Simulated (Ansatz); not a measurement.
A nudged elastic band was laid between two geometries of CH5O2S (9 atoms, charge 1, multiplicity 1).

Level of theory: RKS revPBE-D4/def2-SVP in Ansatz 0.2.0.

```
movable images  : 5
climbing image  : yes
spring          : 5.0 eV/Å²
optimiser       : quadratic models (default)
start path      : IDPP
force threshold : 0.05 eV/Å
iteration limit : 60
end points      : relaxed
```

Initial state:

```xyz
9
Properties=species:S:1:pos:R:3
C -0.788 1.137 0.828
O -0.657 0.699 -0.575
S -0.657 -0.842 -0.966
O 1.323 -1.277 -0.780
H 0.191 1.569 1.112
H -1.561 1.928 0.812
H -1.073 0.288 1.477
H 1.479 -2.092 -0.246
H 1.742 -1.410 -1.663
```

Final state:

```xyz
9
Properties=species:S:1:pos:R:3
C -0.989 0.529 1.158
O -1.096 -0.193 -0.126
S -0.069 -1.341 -0.517
O 1.404 -0.248 -1.398
H -0.263 0.029 1.826
H -0.686 1.564 0.909
H -2.013 0.523 1.576
H 2.299 -0.476 -1.052
H 1.413 -0.387 -2.375
```

What changes between the two ends?

No bond is made or broken. The dihedral H5–C1–O2–S3 goes from 111 to -11°. The two ends are copies of one structure, up to a mirror image or an exchange of like atoms.

Give the energies along the band, and the barrier.

It converged. The highest image is number 3 of 0 to 6, 0.036 eV above the ends, which have the same energy within 2 meV. A vibrational analysis at the climbing image gives one clearly imaginary mode, 118i cm⁻¹: a first-order saddle point. Limits of this set-up: the dipole of an ion depends on the origin.

```
image  path coordinate (Å)  energy (eV)  dihedral H5–C1–O2–S3 (°)
    0                 0.00        0.000                       111
    1                 0.55        0.008                        91
    2                 1.10        0.026                        70
    3                 1.66        0.036                        49
    4                 2.17        0.028                        29
    5                 2.69        0.010                         9
    6                 3.21        0.000                       -11
```

What is the geometry of the highest image?


```xyz
9
Properties=species:S:1:pos:R:3:forces:R:3
C -0.980 0.752 1.032 0.01 0.01 0.04
O -1.045 0.180 -0.332 -0.02 -0.01 -0.03
S -0.369 -1.224 -0.663 0.01 0.00 0.00
O 1.494 -0.602 -1.166 -0.01 0.00 0.01
H 0.062 0.722 1.399 0.00 0.00 0.00
H -1.337 1.790 0.908 0.00 0.00 0.00
H -1.658 0.174 1.689 0.00 0.00 -0.01
H 2.198 -1.136 -0.727 0.00 0.00 0.00
H 1.635 -0.658 -2.141 0.00 0.00 0.00
```

What are the harmonic wavenumbers there?

118i, 143, 234, 266, 361, 371, 606, 732, 769, 953, 1089, 1127, 1382, 1395, 1404, 1535, 3001, 3125, 3148, 3546, 3654 cm⁻¹.

Run time: 41 s on 1 thread of Intel(R) Xeon(R) Platinum 8375C CPU @ 2.90GHz (Ice Lake), on a shared host, peak memory 0.14 GiB.
